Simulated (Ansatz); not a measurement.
Two isomers of C3H6OS: A = `SCC1CO1`, B = `CCSC=O`.

Gas-phase electronic energies from Ansatz, PBE0-D4/def2-TZVP geometries. CBS: MP2 limit from def2 TZ/QZ plus the TZ coupled-cluster correction, frozen cores. DFT in def2-TZVPP. B3LYP here is the variant with VWN-RPA as its local correlation; programs differ in this. One conformer a species, not always the lowest.

Which is lower in electronic energy at CCSD(T)/CBS, and by how much? (Best estimate.)

Ansatz gave: B, by 29.3 kcal/mol.

Give E(B) − E(A) in kcal/mol with ωB97M-V, LDA (SPW92), HF/def2-TZVPP, CCSD(T)/def2-SVP, PBE-D4, B3LYP-D4, B3LYP. (An estimate is asked.)

The calculation gave: ωB97M-V -28.8, LDA (SPW92) -28.5, HF/def2-TZVPP -29.5, CCSD(T)/def2-SVP -31.3, PBE-D4 -31.8, B3LYP-D4 -32.9, B3LYP -32.5. None reverses the order clearly.

Does the order hold for the free energy at 298.15 K (harmonic terms from PBE0-D4)? (An estimate is asked.)

Computed: Yes: G(B) − G(A) = -29.2 kcal/mol, for one conformer each.

Largest T1 diagnostic: 0.015.

From BLYP to BHLYP (50 % exact exchange), in def2-TZVPP and without D4, E(B) − E(A) moves by +5.3 kcal/mol. At CCSD(T), def2-SVP lies −2.0 kcal/mol from the extrapolated value and def2-TZVPP +0.2 kcal/mol.
